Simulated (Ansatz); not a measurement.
## Setting up AlH3 in Ansatz

AlH3 has 4 atoms, charge 0, and is taken as a singlet.

```xyz
4

Al   -0.0582   -0.4318   -0.9730
H     1.3747    0.2025   -1.0207
H    -1.1381    0.0009   -2.0177
H    -0.2972   -1.6965   -0.0771
```

Settings wanted:

```
basis set              : pcseg-1
core potential         : none
integral approximation : none
task                   : energy
method                 : CCSD(T)
reference              : RHF
accuracy               : medium
frozen core orbitals   : 5
```

Task: Give an Ansatz 0.2.0 job that does this.

Result: One that was run (others would do as well):

molecule.yaml:
```yaml
basis:
  gaussian:
    orbitals: pcseg-1.json
crystal:
  periodic: [false, false, false]
  atoms:
    - {symbol: Al, position_ang: [-0.058160, -0.431820, -0.972960]}
    - {symbol: H, position_ang: [1.374680, 0.202500, -1.020660]}
    - {symbol: H, position_ang: [-1.138150, 0.000900, -2.017740]}
    - {symbol: H, position_ang: [-0.297150, -1.696490, -0.077140]}
correlation:
  method: ccsd_t
  frozen_orbitals: {Al: 5, H: 0}
scf:
  omitted_lower_state_checks: [cluster_reference, increment]
```

```bash
$ ansatz run molecule.yaml --threads 1 --pin off --max-ram 2610MiB --events-out events.jsonl --progress --plain --runs-dir runs
```

(Basis files named in the input come from the Basis Set Exchange and aren't shown.)

Calculated total energy: -243.70070 Eh.
